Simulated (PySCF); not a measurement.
## Polarisability as a sum over states

Compound: C₂H₅ClO₂S.
Cartesian coordinates in Å at the PBE0-D3(BJ)/def2-SVP level; atoms count from 1:
```
atom  x, y, z in Å
C1    -1.2755    0.2953   -0.3863
C2    -0.2788   -0.3500    0.5463
S3     1.4118   -0.2697   -0.0414
O4     1.4604   -0.6864   -1.4265
O5     2.2954   -0.8294    0.9569
Cl6    1.7058    1.8152   -0.0092
H7    -2.2856    0.1921    0.0354
H8    -1.2553   -0.1841   -1.3744
H9    -1.0620    1.3662   -0.5103
H10   -0.4268   -1.4386    0.6452
H11   -0.2515    0.0874    1.5545
```

Method: TDDFT B3LYP/def2-SVPD, vertical, gas phase, core orbitals frozen in the response in PySCF.

Excitation energies and transition dipoles (atomic units, axes of the coordinates) of those of the lowest 6 singlets that add 0.02 au or more to the mean polarisability:

```csv
state,ΔE (hartree),μx,μy,μz
S1,0.1953,-0.043,0.024,-0.158
S2,0.2144,-0.070,0.160,0.044
S3,0.2202,0.178,0.282,-0.153
S4,0.2225,0.350,0.406,0.044
S5,0.2537,-0.102,0.051,-0.212
S6,0.2660,-0.067,-0.940,-0.065
```

Q: What does each state add to αxx, αyy and αzz, and how do the sums compare with the full static tensor?

A: Each state adds 2 μα² / ΔE.

```
        state  αxx (au)  αyy (au)  αzz (au)
           S1      0.02      0.01      0.26
           S2      0.05      0.24      0.02
           S3      0.29      0.72      0.21
           S4      1.10      1.48      0.02
           S5      0.08      0.02      0.35
           S6      0.03      6.64      0.03
 all 6 states       1.6       9.1       0.9
full response      70.7      74.6      60.9
    share (%)         2        12         1
```

The rest comes from the higher roots of the same response equations.

Q: Give the full tensor and its principal values.

A: In au, rows and columns x, y, z:
```
x   70.7  2.8  1.6
y    2.8 74.6 -0.6
z    1.6 -0.6 60.9
```
Principal values 60.6, 69.6 and 76.1 au; mean 68.7 au (10.19 Å³).

Q: By how much does the contribution of these states grow at 589.3 nm?

A: With ω = 0.0773 hartree each state's term in the mean polarisability goes from f / ΔE² to f / (ΔE² − ω²), f = (2/3) ΔE |μ|²; the sum over all 6 states goes from 3.85 to 4.29 au, a rise of 0.43 au. The full frequency-dependent response rises by 1.89 au, from 68.74 to 70.63 au.

A one-level model with all 38 active electrons at a single energy would need ΔE = √(N/α) = 20.2 eV to give this α, against S1 at 5.31 eV.

One conformer stands for the species.
